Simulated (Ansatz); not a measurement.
How far each method lies from UCCSDT(Q) for H2As–AsH, doublet

Geometry: a PBE0/def2-TZVP stationary point for this spin, not checked as a minimum.

```xyz
5

As    0.0449    0.0284    1.2002
As   -0.0206   -0.0401   -1.2193
H    -1.2955    0.7361    1.3538
H    -0.5789   -1.3514    1.3532
H     0.0639    1.4846   -1.2822
```

Basis cc-pVDZ; Ansatz 0.2.0. Only valence electrons are correlated (noble-gas cores and the filled d shells of p-block atoms frozen), which leaves 13 electrons in 41 orbitals. Prefix R: restricted or restricted open-shell reference; prefix U: unrestricted. No spin–orbit coupling is included, and no scalar relativity.

Full CI isn't at hand for all of this; UCCSDT(Q) serves as the reference, and is uncertain by about the last step of the cluster series.

```
UHF ⟨S²⟩                          : 0.765
T1 diagnostic (RCCSD)             : 0.0184
largest doubles amplitude (RCCSD) : 0.071
T1 diagnostic (UCCSD)             : 0.0156
```

Task: From what is known of these methods and the diagnostics, rank them by the size of their error in total energy against UCCSDT(Q) in cc-pVDZ, smallest first (an estimate: the text doesn't fix the numbers).
A. UHF
B. UCCSD
C. UMP2
D. UCCSDT
E. UCCSD(T)

Result: D (0.26 kcal/mol), E (0.95 kcal/mol), B (5.38 kcal/mol), C (30.51 kcal/mol), A (158.34 kcal/mol).

All errors are against UCCSDT(Q) in cc-pVDZ. Within each family the higher level lies nearer, as is usual though not guaranteed.

Atomization energy (electronic, same basis, no zero-point term; atoms at the same level, unrestricted beside the R rows where the molecule is a closed shell, but restricted open-shell past Ca, as are all atoms' steps beyond CCSDT(Q)) at UCCSDT(Q): 937.3 kJ/mol. Errors of other levels:

| level | error (kJ/mol) |
| --- | --- |
| UHF | -291.7 |
| UMP2 | -45.2 |
| UCCSD | -17.4 |
| UCCSD(T) | -2.7 |
| UCCSDT | -0.8 |

This basis is far from its limit, so the value isn't to be set against a measured one.
